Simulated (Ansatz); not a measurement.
# CHBSi (triplet): from Hartree-Fock to the top rungs at a displaced geometry (v1), cc-pVDZ

The task here is to estimate one member of a computed series from the others.

Program: Ansatz 0.2.0, Gaussian basis. Level of theory: cc-pVDZ, core rule «outside noble gas», up to 7 orbitals frozen. These are calculated values, not measurements.

To be run: UHF; CCSD(T) on ROHF; CCSD(T) on UHF; BCCD(T) on ROHF; CISD; CCSDT(Q) on ROHF; CCSDT(Q) on UHF.

18 further runs of the same task are left out: 5 that didn't finish, 13 set aside as unsound or not needed.

## The system

The geometry is a PBE0/def2-TZVP stationary point (not a proven minimum) with its atoms shifted at random (size 0.040 Å).

4 atoms, charge 0, spin multiplicity 3.

Atoms are counted from 1 here; the program's logs count them from 0.

Bond lengths: B1–Si2 2.112 Å, B1–C3 1.475 Å, Si2–C3 1.744 Å, Si2–H4 1.517 Å. Angles: Si2–B1–C3 54.8°, B1–Si2–C3 43.7°, B1–Si2–H4 159.4°, C3–Si2–H4 115.8°, B1–C3–Si2 81.5°.

Geometry (Å):

```
B    -0.0094   -0.5430    1.3306
Si   -0.0102   -0.1545   -0.7449
C     0.0378    0.7972    0.7157
H    -0.0650    0.6294   -2.0424
```

The first run:

Input file in.yaml:

```yaml
crystal:
  periodic: [false, false, false]
  atoms:
    - {symbol: B, position_ang: [-0.009373, -0.542992, 1.330574]}
    - {symbol: Si, position_ang: [-0.010206, -0.154476, -0.744933]}
    - {symbol: C, position_ang: [0.037758, 0.797161, 0.715666]}
    - {symbol: H, position_ang: [-0.065019, 0.629362, -2.042442]}
basis:
  gaussian: {orbitals: cc-pVDZ}
magnetization: {spin_polarized: true, initial_magnetization: 2}
hamiltonian: {xc: hf}
output: {orbitals: {seedname: orbitals}}
```

The run is started by

```
$ ansatz run in.yaml --threads 1 --pin off --events-out ev --progress --plain --max-ram 2393MiB
```

Steps of the session up to this table: UHF; CCSD(T) on ROHF; CCSD(T) on UHF; BCCD(T) on ROHF; CISD; CCSDT(Q) on ROHF; CCSDT(Q) on UHF.

One of the session's tables, all rows but one given; the rest of the session is left out.

| method | from RCCSDT(Q) (kcal/mol) |
| --- | --- |
| ROHF | +202.96 |
| UHF | +192.20 |
| RMP2 | ? |
| UMP2 | +33.78 |
| CISD | +33.41 |
| RCCSD | +14.01 |
| UCCSD | +13.32 |
| RCCSD(T) | +1.92 |
| UCCSD(T) | +2.21 |
| BCCD(T) | +1.92 |
| RCCSDT | +1.15 |
| UCCSDT | +1.00 |
| RCCSDT(Q) | 0 |
| UCCSDT(Q) | -0.13 |

Q: Estimate the row for RMP2 from the others.

As computed: from RCCSDT(Q) (kcal/mol): +26.18. In the column «from RCCSDT(Q) (kcal/mol)» it lies between RCCSD (+14.01) and CISD (+33.41).

Limits of these values: Restricted and unrestricted rows rest on different reference determinants; where their highest levels disagree by more than a few hundredths of an eV, they describe different states and don't form one ladder.
